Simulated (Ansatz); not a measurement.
Method: DFT, revPBE, plane waves (420 eV) with PAW, scalar-relativistic (Ansatz 0.2.0). (PAW data from PBE, frozen cores regenerated.)

An element in the fcc structure gives this curve. The cell is scaled uniformly from the relaxed one, with fractional coordinates and shape fixed. Energies are extrapolated to zero smearing, pressures are those at the given smearing. Magnetic state: spin not included.

```json
{"V (Å³/atom)": "38.656", "E − E₀ (meV/atom)": "38.2", "P (GPa)": "2.59"}
{"V (Å³/atom)": "40.413", "E − E₀ (meV/atom)": "15.8", "P (GPa)": "1.58"}
{"V (Å³/atom)": "42.171", "E − E₀ (meV/atom)": "3.6", "P (GPa)": "0.72"}
{"V (Å³/atom)": "43.928", "E − E₀ (meV/atom)": "0.0", "P (GPa)": "0.01"}
{"V (Å³/atom)": "45.685", "E − E₀ (meV/atom)": "3.6", "P (GPa)": "-0.60"}
{"V (Å³/atom)": "47.442", "E − E₀ (meV/atom)": "13.2", "P (GPa)": "-1.10"}
{"V (Å³/atom)": "49.199", "E − E₀ (meV/atom)": "27.8", "P (GPa)": "-1.52"}
```

Q: Which element is it?
A. lead
B. ytterbium
C. strontium
D. calcium

A: D. Its fit is V₀ = 43.89 Å³/atom, B₀ = 16.4 GPa, B₀′ = 3.3.
